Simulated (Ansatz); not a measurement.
`FC1CCC1` + H₂O → `OC1CCC1` + H–F at 500 K and 1 bar (formal hydrolysis of a C–F bond).

Program: Ansatz. Geometries: PBE0-D4/def2-TZVP. ΔE: electronic, gas phase. CCSD(T)/CBS adds triple-zeta CCSD(T) − MP2 to the extrapolated MP2 energy (def2 sets, frozen cores). This one scheme is used for every species. Each species was taken in one conformer, which may not be the lowest.

```json
{"species": "`FC1CCC1`", "CCSD(T)/CBS energy (Eh)": "-256.18708", "H − E (kJ/mol)": "308.3", "S (J/(mol·K))": "346.8"}
{"species": "H₂O", "CCSD(T)/CBS energy (Eh)": "-76.37941", "H − E (kJ/mol)": "73.2", "S (J/(mol·K))": "206.3"}
{"species": "`OC1CCC1`", "CCSD(T)/CBS energy (Eh)": "-232.16828", "H − E (kJ/mol)": "343.1", "S (J/(mol·K))": "358.8"}
{"species": "H–F", "CCSD(T)/CBS energy (Eh)": "-100.39570", "H − E (kJ/mol)": "39.4", "S (J/(mol·K))": "188.7"}
```

H − E and S are ideal-gas, rigid-rotor, harmonic terms from PBE0-D4/def2-TZVP, for one conformer and one mirror image of each species. 1 Eh = 2625.50 kJ/mol, R = 8.31446 J/(mol·K).

By hand: ΔE, ΔH, ΔS and ΔG.

ΔE = (-232.16828) + (-100.39570) − (-256.18708) − (-76.37941) = 0.00251 Eh = 6.6 kJ/mol. Δ(H − E) = 343.1 + 39.4 − 308.3 − 73.2 = 1.0, so ΔH = 7.6 kJ/mol. ΔS = 358.8 + 188.7 − 346.8 − 206.3 = -5.6 J/(mol·K). ΔG = 7.6 − 500 × (-5.6)/1000 = 10.4 kJ/mol.

By hand: the equilibrium constant, and the temperature at which ΔG would vanish if ΔH and ΔS stayed fixed.

log₁₀ K = −ΔG/(RT ln 10) = -1.1. ΔH and −TΔS have one sign here, so there is no such temperature.

TΔS isn't small against ΔH here. A doubt of 5 kJ/mol in ΔE shifts log₁₀ K by 0.5 here. Other conformers and mirror images would add mixing entropy, several J/(mol·K) or more a flexible species. These are equilibria of isolated gas molecules and say nothing of rates. Largest T1 diagnostic: 0.010 (customary marks: 0.02 for closed shells, 0.045 for open ones).

ΔS is within the doubt of such terms, so its sign, and with it that verdict, could turn.
